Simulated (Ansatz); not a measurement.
System: rutile PbO₂. Method: rVV10 (PAW; Ansatz, an electronic-structure program).

Settings: plane-wave cutoff 520 eV, 12×12×16 k mesh (along the axes of the cell as run), Fermi–Dirac smearing 0.05 eV, scalar-relativistic PAW data made under PBE.

The volume scan:

```
V (Å³/atom)  E − E_lowest (meV/atom)  P (GPa)
-----------  -----------------------  -------
14.350                          9.01     5.05
14.649                          2.15     2.36
14.948                          0.00     0.00
15.247                          1.98    -2.08
15.546                          7.59    -3.90
```

Question: Estimate the bulk modulus and its pressure derivative from these points.

Answer: V0 = 14.948 Å³/atom, B0 = 111 GPa, B′ = 5.6 (fit to the energies at full precision).

Shape and atoms are relaxed at each volume.

Note: the bulk modulus comes from volumes at which shape and atoms were relaxed.

Spin–orbit coupling is not included; it can shift volumes and moduli of such heavy elements.

Cost on a shared machine: about 24 core-minutes (a rough figure).
